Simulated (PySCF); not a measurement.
## Basis-set dependence of population analyses: `C#C[C@@H](C)N`

Compound: C₄H₇N.
Structure used (PBE0-D3(BJ)/def2-SVP), in Å, numbered top down from 1:
```
atom  x, y, z in Å
C1     1.2106    2.1897    0.1478
C2     0.5229    1.2018    0.0182
C3    -0.3150    0.0117   -0.1627
C4     0.4738   -1.2631    0.1277
N5    -1.4686    0.0816    0.7250
H6     1.8240    3.0630    0.2696
H7    -0.5933   -0.0048   -1.2402
H8     0.7949   -1.2690    1.1787
H9     1.3572   -1.3394   -0.5213
H10   -0.1607   -2.1462   -0.0477
H11   -1.9891    0.9403    0.5571
H12   -2.1003   -0.6898    0.5167
```

PBE0 throughout (PySCF), one geometry, spherical d and f functions. Geometry: PBE0-D3(BJ)/def2-SVP, one conformer, isolated molecule. The first 7 of 9 kinds of atom are listed.

Mulliken charges (e):

| basis | functions | C1 | C2 | C3 | C4 | N5 | H6 | H7 |
| --- | --- | --- | --- | --- | --- | --- | --- | --- |
| STO-3G | 32 | -0.145 | -0.039 | +0.007 | -0.225 | -0.405 | +0.117 | +0.079 |
| 6-31G | 59 | -0.480 | +0.197 | -0.148 | -0.458 | -0.689 | +0.275 | +0.178 |
| pcSseg-0 | 59 | -0.323 | -0.033 | -0.171 | -0.560 | -0.746 | +0.276 | +0.252 |
| 6-31G* | 84 | -0.507 | +0.304 | -0.147 | -0.514 | -0.750 | +0.233 | +0.174 |
| def2-SVP | 105 | -0.469 | +0.297 | -0.003 | -0.042 | -0.241 | +0.042 | +0.048 |
| cc-pVDZ | 105 | -0.424 | +0.427 | -0.174 | -0.026 | -0.169 | +0.006 | +0.041 |
| pcSseg-1 | 120 | -0.372 | +0.288 | -0.193 | -0.226 | -0.403 | +0.065 | +0.131 |
| 6-311+G(2d,p) | 177 | -0.834 | +0.947 | -0.306 | -0.535 | -0.465 | +0.157 | +0.119 |
| aug-cc-pVDZ | 178 | +0.939 | -0.287 | +0.044 | +0.596 | -0.198 | -0.628 | -0.141 |
| def2-TZVP | 197 | -0.129 | -0.065 | -0.023 | -0.369 | -0.507 | +0.175 | +0.101 |
| IGLO-III | 245 | -0.185 | -0.026 | -0.044 | -0.345 | -0.525 | +0.147 | +0.127 |
| cc-pVTZ | 248 | -0.200 | +0.015 | -0.036 | -0.269 | -0.298 | +0.149 | +0.091 |

IAO charges (e):

```csv
basis,functions,C1,C2,C3,C4,N5,H6,H7
STO-3G,32,-0.170,-0.040,-0.070,-0.386,-0.433,+0.159,+0.125
6-31G,59,-0.240,-0.027,-0.020,-0.424,-0.564,+0.199,+0.129
pcSseg-0,59,-0.228,-0.027,-0.033,-0.414,-0.538,+0.191,+0.130
6-31G*,84,-0.236,-0.031,-0.001,-0.406,-0.563,+0.194,+0.123
def2-SVP,105,-0.239,-0.025,-0.002,-0.395,-0.554,+0.191,+0.122
cc-pVDZ,105,-0.247,-0.028,+0.002,-0.406,-0.561,+0.197,+0.125
pcSseg-1,120,-0.248,-0.029,-0.002,-0.404,-0.567,+0.199,+0.128
"6-311+G(2d,p)",177,-0.255,-0.026,-0.003,-0.418,-0.594,+0.203,+0.134
aug-cc-pVDZ,178,-0.255,-0.026,0.000,-0.417,-0.593,+0.204,+0.133
def2-TZVP,197,-0.255,-0.026,-0.001,-0.419,-0.590,+0.203,+0.132
IGLO-III,245,-0.256,-0.026,-0.003,-0.420,-0.595,+0.204,+0.134
cc-pVTZ,248,-0.255,-0.026,-0.001,-0.420,-0.587,+0.203,+0.132
```

Which scheme is steadiest as the basis changes?

Largest range over the bases for any column: IAO 0.16 e, Mulliken 1.77 e. IAO charges move least and Mulliken charges most, counted in e. Without the minimal STO-3G basis the ranges are IAO 0.06, Mulliken 1.77 e.

How much do the charges still move between the two largest bases, IGLO-III and cc-pVTZ?

At most, over all atoms: Mulliken 0.227 e, IAO 0.008 e.

What do the same runs give for the total energy, the frontier levels and the dipole moment?

| basis | energy (Eh) | HOMO (eV) | LUMO (eV) | μ (D) |
| --- | --- | --- | --- | --- |
| STO-3G | -208.4363 | -4.11 | 5.06 | 1.61 |
| 6-31G | -210.9886 | -6.55 | 1.51 | 1.81 |
| pcSseg-0 | -210.5685 | -6.56 | 1.19 | 1.82 |
| 6-31G* | -211.0412 | -6.76 | 1.52 | 1.56 |
| def2-SVP | -210.8982 | -6.87 | 1.12 | 1.53 |
| cc-pVDZ | -211.0628 | -6.83 | 1.20 | 1.47 |
| pcSseg-1 | -211.0274 | -7.05 | 0.86 | 1.58 |
| 6-311+G(2d,p) | -211.1162 | -7.18 | 0.03 | 1.53 |
| aug-cc-pVDZ | -211.0801 | -7.16 | -0.24 | 1.50 |
| def2-TZVP | -211.1315 | -7.13 | 0.65 | 1.54 |
| IGLO-III | -211.1384 | -7.17 | 0.36 | 1.51 |
| cc-pVTZ | -211.1274 | -7.07 | 0.75 | 1.48 |

The dipole is fixed by the density alone, so its range of 0.35 D shows that the density itself changes with the basis, not only its division among atoms.
